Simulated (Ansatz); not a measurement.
**CH5Al (singlet): from Hartree-Fock to the top rungs, cc-pVDZ**

An exercise on one series of results from a longer session: the logs are not shown, and one member is left open.

Computed with Ansatz 0.2.0, Gaussian basis. Level: cc-pVDZ, core rule «outside noble gas», up to 6 orbitals frozen.

Plan: UHF; CCSD(T) on RHF; BCCD(T) on RHF; CISD; CCSDT(Q) on RHF; CASSCF and MRCISD+Q, 8 electrons in 8 orbitals; CASSCF and NEVPT2, 8 electrons in 8 orbitals.

18 further runs of the same task are left out: 9 that didn't finish, 9 set aside as unsound or not needed.

### The system

The geometry is a PBE0/def2-TZVP stationary point (not a proven minimum).

7 atoms, charge 0, spin multiplicity 1.

Atoms are counted from 1 here; the program's logs count them from 0.

Bond lengths: Al1–C2 1.951 Å, Al1–H3 1.591 Å, Al1–H4 1.590 Å, C2–H5 1.092 Å, C2–H6 1.096 Å, C2–H7 1.096 Å. Angles: C2–Al1–H3 119.7°, C2–Al1–H4 121.5°, H3–Al1–H4 118.7°, Al1–C2–H5 113.4°, Al1–C2–H6 110.6°, Al1–C2–H7 110.6°, H5–C2–H6 108.0°, H5–C2–H7 108.0°, H6–C2–H7 106.0°.

The first run:

in.yaml

```yaml
crystal:
  periodic: [false, false, false]
  atoms:
    - {symbol: Al, position_ang: [0.000000, 0.000172, 0.656596]}
    - {symbol: C, position_ang: [0.000000, -0.006631, -1.294219]}
    - {symbol: H, position_ang: [0.000000, 1.384070, 1.440936]}
    - {symbol: H, position_ang: [0.000000, -1.352649, 1.492793]}
    - {symbol: H, position_ang: [0.000000, -1.010538, -1.723820]}
    - {symbol: H, position_ang: [-0.874941, 0.526768, -1.682149]}
    - {symbol: H, position_ang: [0.874941, 0.526768, -1.682149]}
basis:
  gaussian: {orbitals: cc-pVDZ}
magnetization: {spin_polarized: true, initial_magnetization: 0}
hamiltonian: {xc: hf}
output: {orbitals: {seedname: orbitals}}
```

The run is started by

```bash
ansatz run in.yaml --threads 1 --pin off --events-out ev --progress --plain --max-ram 2393MiB
```

Steps of the session up to this table: UHF; CCSD(T) on RHF; BCCD(T) on RHF; CISD; CCSDT(Q) on RHF; CASSCF and MRCISD+Q, 8 electrons in 8 orbitals; CASSCF and NEVPT2, 8 electrons in 8 orbitals.

One of the session's tables, all rows but one given; the rest of the session is left out.

It belongs to the step «Misses and costs». 

| method | from RCCSDT(Q) (meV) |
| --- | --- |
| RHF | +7176.2 |
| RMP2 | +1168.4 |
| CISD | +734.7 |
| RCCSD | +183.8 |
| RCCSD(T) | ? |
| BCCD(T) | +26.9 |
| RCCSDT | +8.0 |
| RCCSDT(Q) | 0 |
| CASSCF frontier | +4932.3 |
| NEVPT2 frontier | +1271.5 |
| MRCISD frontier | +364.9 |
| MRCISD+Q frontier | +7.3 |

Q: Estimate the row for RCCSD(T) from the others.

The run gave: from RCCSDT(Q) (meV): +27.4. In the column «from RCCSDT(Q) (meV)» it lies between BCCD(T) (+26.9) and RCCSD (+183.8).

With the free atoms at the same levels and basis (separate runs), the atomisation energy is 20.808 eV at RCCSDT(Q), 20.800 eV at RCCSD(T), 16.960 eV at RHF.
